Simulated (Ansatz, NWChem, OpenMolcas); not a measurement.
# A ladder of methods for SiH3Cl (chlorosilane)

SiH3Cl: 5 atoms, total charge 0, spin state singlet. SMILES: `[SiH3]Cl`. The shape is that of a PBE0-D4/def2-TZVP optimisation.

Each level gives the atomisation enthalpy at 298 K (kJ/mol). The values are calculated. The thermal term (zero-point and 298 K enthalpy, harmonic and unscaled) is that of PBE0-D4/def2-TZVP; the spin-orbit lowering of the free atoms at 298 K, 3.9 kJ/mol by their spectra, is taken off.

**Question.** The value from experiment is 1367 kJ/mol (NIST-JANAF tables). From what is known of these methods, estimate their order from the nearest to it to the farthest.
A. CCSD/aug-cc-pVDZ (NWChem)
B. M06-L/aug-cc-pVDZ (NWChem)
C. CCSD(T)/aug-cc-pVDZ (NWChem)
D. M06-2X/aug-cc-pVDZ (OpenMolcas)
E. B2PLYP/aug-cc-pVDZ (NWChem)

**Answer.** B (1358 kJ/mol, -9), D (1317 kJ/mol, -50), E (1286 kJ/mol, -81), C (1250 kJ/mol, -117), A (1240 kJ/mol, -127).
